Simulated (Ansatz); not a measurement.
Program: Ansatz. Geometries: PBE0-D4/def2-TZVP. ΔE: electronic, gas phase. CCSD(T)/CBS adds triple-zeta CCSD(T) − MP2 to the extrapolated MP2 energy (def2 sets, frozen cores). This one scheme is used for every species. Functionals use def2-TZVPP. Each species was taken in one conformer, which may not be the lowest.

Consider the ligand exchange at the Al–O bond: `[OH][AlH][SiH3]` + H₂S → `[SiH3][AlH][SH]` + H₂O.

```json
{"level": "LDA (SPW92)", "ΔE (kcal/mol)": "3.4", "difference from CCSD(T)/CBS": "-0.1"}
{"level": "PBE-D4", "ΔE (kcal/mol)": "2.4", "difference from CCSD(T)/CBS": "-1.1"}
{"level": "ωB97M-V", "ΔE (kcal/mol)": "4.6", "difference from CCSD(T)/CBS": "1.1"}
{"level": "revPBE", "ΔE (kcal/mol)": "2.8", "difference from CCSD(T)/CBS": "-0.7"}
{"level": "BLYP", "ΔE (kcal/mol)": "6.4", "difference from CCSD(T)/CBS": "2.9"}
{"level": "PBE0", "ΔE (kcal/mol)": "2.5", "difference from CCSD(T)/CBS": "-1.0"}
{"level": "r2SCAN0", "ΔE (kcal/mol)": "3.5", "difference from CCSD(T)/CBS": "0.0"}
{"level": "CCSD(T)/def2-SVP", "ΔE (kcal/mol)": "5.9", "difference from CCSD(T)/CBS": "2.4"}
{"level": "HF/def2-TZVPP", "ΔE (kcal/mol)": "6.0", "difference from CCSD(T)/CBS": "2.5"}
{"level": "MP2/def2-QZVPP", "ΔE (kcal/mol)": "3.8", "difference from CCSD(T)/CBS": "0.3"}
{"level": "CCSD(T)/CBS", "ΔE (kcal/mol)": "3.5", "difference from CCSD(T)/CBS": "0"}
```

Largest T1 diagnostic among the species: 0.014.

The D4 term adds −0.9 kcal/mol with B3LYP and −0.5 kcal/mol with PBE0; it sums over pairs of atoms, weighted by their polarisabilities, and B3LYP, whose exchange is more repulsive, gets the larger term. At CCSD(T), def2-SVP lies +2.4 kcal/mol from the extrapolated value and def2-TZVPP +0.9 kcal/mol. Leaving LDA and LC-ωPBE aside and taking each functional with its dispersion term where it has one, the values, not all of them listed here, spread over 4.5 kcal/mol, from HSE06-D4 to CAM-B3LYP-D4.

B3LYP here is the variant with VWN-RPA as its local correlation; programs differ in this.
